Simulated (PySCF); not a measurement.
Molecule: Propionyl Chloride (O=C(CC)Cl, C3H5ClO).

Bonds (- single, = double, # triple, : aromatic): C1-C2 1.516 Å, C2-C3 1.500 Å, C3=O4 1.182 Å, C3-Cl5 1.797 Å. C1 carries H6, H7, H8; C2 carries H9, H10.

Geometry PBE0-D3(BJ)/def2-SVP throughout; GIAO in PySCF 2.14.0 with density-fitted response routines, gas phase, one conformer, non-relativistic; equivalent atoms averaged; basis pcSseg-2.

(1) How do the shifts δ (against TMS, H2O, HCl at the same level) depend on the functional? (ppm; last column core-seconds on 1 thread of an Arm Neoverse V2, shared host)

(2) Which nucleus moves most, in ppm?

Answers

(1) 
| functional | kind | C3 | C2 | C1 | O4 | Cl5 | H9/H10 | H6/H7/H8 | core-s |
| --- | --- | --- | --- | --- | --- | --- | --- | --- | --- |
| WP04 | global hybrid | 195.5 | 46.7 | 13.3 | 558.1 | 468.6 | 2.88 | 1.13 | 19 |
| B97-2 | global hybrid | 187.3 | 44.6 | 11.5 | 560.2 | 450.7 | 2.92 | 1.08 | 18 |
| BHandHLYP | global hybrid | 191.1 | 43.9 | 11.0 | 585.8 | 435.3 | 2.81 | 1.13 | 18 |
| CAM-B3LYP | range-separated hybrid | 194.0 | 45.1 | 10.5 | 585.7 | 467.4 | 2.88 | 1.10 | 26 |
| wB97X-D | range-separated hybrid | 191.3 | 45.0 | 10.9 | 581.1 | 457.5 | 2.85 | 1.07 | 25 |
| LC-wPBE | range-separated hybrid | 194.0 | 43.8 | 10.2 | 586.2 | 451.3 | 2.79 | 1.06 | 35 |

(2) Cl5 (chlorine bonded to C): from 435.3 ppm with BHandHLYP to 468.6 ppm with WP04. The smallest spread is 0.08 ppm, at H6/H7/H8. Proton shifts span only some 12 ppm, so a few tenths of a ppm matter as much there as several ppm in carbon.
